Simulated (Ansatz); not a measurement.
**Cohesive energy of some hcp solids**

Method: r²SCAN+rVV10 in Ansatz (plane waves, PAW). References are measured values corrected to a static lattice or taken at low temperature (these still hold zero-point motion).

Values in eV/atom.

```json
[
 {"solid": "hcp Cd", "reference": "1.18*", "r²SCAN+rVV10": "1.33", "error (eV/atom)": "+0.15"},
 {"solid": "hcp Co", "reference": "4.47*", "r²SCAN+rVV10": "4.96", "error (eV/atom)": "+0.49"},
 {"solid": "hcp Ru", "reference": "6.8*", "r²SCAN+rVV10": "6.69", "error (eV/atom)": "-0.11"},
 {"solid": "hcp Be", "reference": "3.32", "r²SCAN+rVV10": "3.89", "error (eV/atom)": "+0.57"},
 {"solid": "hcp Ti", "reference": "4.88*", "r²SCAN+rVV10": "4.90", "error (eV/atom)": "+0.02"},
 {"solid": "hcp Mg", "reference": "1.51", "r²SCAN+rVV10": "1.82", "error (eV/atom)": "+0.31"}
]
```

Over these 6 solids the mean error is +0.24 eV/atom, the mean absolute error 0.28 eV/atom (median 0.23 eV/atom), and the worst case hcp Be at +0.57 eV/atom; the value is too high in 5 of 6 cases.

A star marks references brought to a static lattice; the others are low-temperature values that still hold zero-point motion, which matters most for light elements.

Differences are worked out from the printed values.

Free atoms are spin-polarised, in the lowest state found; at levels without +SOC their spin–orbit coupling is left out. Each level is taken at its own relaxed cell. Ansatz's density-functional and Hartree–Fock values are scalar-relativistic unless marked +SOC, with PAW data made under PBE.

Ansatz's runs of these crystals have no spin polarisation, but for hcp Co. Meta-GGAs and exact exchange favour moments, which can bear on hcp Co, hcp Ti.

Density-functional runs with spin start from parallel moments for hcp Co.

Not in this set, of the hcp solids with a reference value in our tables and a result at some level: 7 for no value at r²SCAN+rVV10 (not run, a failed fit, an unstable or unbound cell, or a value held back for tests); 2 for the spin–orbit terms of free Br, In, Sn, Te, I and atoms past barium, a cut that leaves lighter open-shell atoms' terms in the errors; 1 for sources at odds. These can be a level's best or worst cases. Solids without a released value at any level aren't counted. Layered and molecular crystals are counted apart. The metals Ce to Yb are counted apart.

References as tabulated in Jana et al. (2018), arXiv:1807.00350; Kittel's textbook; Mejia-Rodriguez and Trickey (2018), arXiv:1807.09216.

Ansatz is a quantum-chemistry and plane-wave program.
